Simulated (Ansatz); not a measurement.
Relaxation of CH$_{3}$OS (6 atoms, charge -1, multiplicity 1), to a largest force component of 0.02 eV/Å in at most 50 steps.

Theory: RKS PBE0/6-31G (Ansatz 0.2.0).

```xyz
6
Properties=species:S:1:pos:R:3
C -0.817 0.233 -0.807
S 0.687 -0.354 -0.559
O 1.459 -0.007 1.214
H -1.688 -0.296 -0.435
H -0.971 1.277 -1.057
H 1.646 -1.279 -0.918
```

Problem. Where does it end, and by what steps?

Solution. The run converged. Limits of this set-up: no polarisation functions, an anion without diffuse functions, the dipole of an ion depends on the origin. After 11 steps the energy has fallen by 2.155 eV; H6 moved furthest, 0.53 Å.

```json
{"step": "0", "energy less start (eV)": "0.0000", "largest force component (eV/Å)": "4.943", "accepted": "yes"}
{"step": "1", "energy less start (eV)": "-1.0430", "largest force component (eV/Å)": "2.880", "accepted": "yes"}
{"step": "2", "energy less start (eV)": "-1.7620", "largest force component (eV/Å)": "1.267", "accepted": "yes"}
{"step": "3", "energy less start (eV)": "-1.8993", "largest force component (eV/Å)": "1.845", "accepted": "yes"}
{"step": "4", "energy less start (eV)": "-2.0219", "largest force component (eV/Å)": "0.669", "accepted": "yes"}
{"step": "5", "energy less start (eV)": "-2.0620", "largest force component (eV/Å)": "0.627", "accepted": "yes"}
{"step": "6", "energy less start (eV)": "-2.1076", "largest force component (eV/Å)": "0.731", "accepted": "yes"}
{"step": "7", "energy less start (eV)": "-2.1240", "largest force component (eV/Å)": "0.441", "accepted": "yes"}
{"step": "8", "energy less start (eV)": "-2.1131", "largest force component (eV/Å)": "0.722", "accepted": "no"}
{"step": "9", "energy less start (eV)": "-2.1530", "largest force component (eV/Å)": "0.149", "accepted": "yes"}
{"step": "10", "energy less start (eV)": "-2.1550", "largest force component (eV/Å)": "0.099", "accepted": "yes"}
{"step": "11", "energy less start (eV)": "-2.1555", "largest force component (eV/Å)": "0.020", "accepted": "yes"}
```

```xyz
6
Properties=species:S:1:pos:R:3
C -0.733 0.164 -1.030
S 0.972 0.019 -0.460
O 1.393 -0.037 1.209
H -1.419 -0.473 -0.451
H -1.019 1.224 -0.959
H 1.124 -1.324 -0.871
```

The run took 18 s on 1 thread of Arm Neoverse V2, with other jobs on the host, peak memory 0.12 GiB.
